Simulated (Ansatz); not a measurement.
## CO, triplet: reading a ladder of total energies

Geometry: a PBE0/def2-TZVP stationary point for this spin.

```yaml
atoms:
  - { symbol: O, position_ang: [0.0000, 0.0000, 0.0000] }
  - { symbol: C, position_ang: [0.0000, 0.0000, 1.1955] }
```

Basis 6-31G; Ansatz 0.2.0. Only valence electrons are correlated (noble-gas cores frozen), which leaves 10 electrons in 16 orbitals. R marks a restricted (for open shells ROHF) determinant.

Full CI is exact within this basis and frozen core; it isn't the basis-set limit.

Runs differ by some tens of microhartree through their thresholds and, for an open shell, their frozen cores, so steps under 0.03 kcal/mol mean nothing.

```
    level  total energy (hartree)
      RHF             -112.483691
     RMP2             -112.671953
    RCCSD             -112.676966
 RCCSD(T)             -112.683546
   RCCSDT             -112.684399
RCCSDT(Q)             -112.685239
  RCCSDTQ             -112.685206
  full CI             -112.685278
```

Question: What is the correlation energy at full CI, and what share of it do RMP2 and RCCSD recover?

Answer: E(corr) = -112.685278 − (-112.483691) = -0.201587 hartree = -5.485 eV. RMP2: -0.188262 / -0.201587 = 93.39 %. RCCSD: -0.193275 / -0.201587 = 95.88 %.

Question: By how many kcal/mol does RCCSD(T) miss full CI (1 hartree = 627.509 kcal/mol), and which steps make up the rest?

Answer: -112.683546 − (-112.685278) = 0.001732 hartree = 1.09 kcal/mol. Steps: RCCSDT − RCCSD(T) = -0.54, RCCSDT(Q) − RCCSDT = -0.53, RCCSDTQ − RCCSDT(Q) = 0.02, full CI − RCCSDTQ = -0.05 kcal/mol. Differences between like states or geometries often cancel part of this.
